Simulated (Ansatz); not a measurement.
# Active spaces for CH3NO, singlet

Calculated in Ansatz's Gaussian-basis code. Basis cc-pVTZ, nonrelativistic, no frozen core. State-specific CASSCF; RHF is the lowest restricted (open-shell) Hartree–Fock solution met. Solutions may break the symmetry of the shape. Lower solutions, or ones in other orbitals, may exist.

Geometry:

```xyz
6

C     0.0000    0.4165    0.0000
O     1.1988    0.2320    0.0000
N    -0.9396   -0.5570    0.0000
H    -0.4440    1.4260    0.0000
H    -0.6500   -1.5170    0.0000
H    -1.9170   -0.3430    0.0000
```

**Question.** What do CASSCF and its corrections give against RHF in CAS(4,3), and what are the occupations?

**Answer.** CASSCF -0.754 eV, SC-NEVPT2 -17.408 eV; occupations 2.00, 1.95, 0.05.

**Question.** Roughly how much CPU time does a whole run from the default start take (median of such runs, summed over threads; nearly all runs on one pinned thread of a shared server, mostly Xeon at 2.3 to 2.6 GHz, by a development driver)?

**Answer.** CAS(4,3): about 9.5 s. Other jobs ran beside these, and the count of passes differs.
